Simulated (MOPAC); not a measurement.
MOPAC input (PM7):

```
PM7 PRECISE GNORM=0.05 LET XYZ CHARGE=-1 GEO-OK AUX(PRECISION=9) THREADS=1
C5H7

C    -0.02784272 1    0.07672693 1    0.05477787 1
C    -0.08889168 1    0.83888068 1    1.33004228 1
C    -0.01253030 1   -0.71527917 1    1.30288250 1
C     0.75721562 1    0.00668667 1   -1.21024639 1
C    -0.77765176 1    0.01327665 1   -1.22694930 1
H     0.91531343 1    1.23209040 1    1.56079430 1
H    -0.90142096 1   -1.28826233 1    1.58274551 1
H     0.91258719 1   -1.26192393 1    1.51820960 1
H     1.25888284 1   -0.91323288 1   -1.50845941 1
H     1.26283121 1    0.90616505 1   -1.55641461 1
H    -1.27312957 1   -0.91059355 1   -1.51956341 1
H    -1.27685927 1    0.91400673 1   -1.58035391 1
```

Task: What heat of formation does the run end on?

Result: 67.84 kcal/mol.
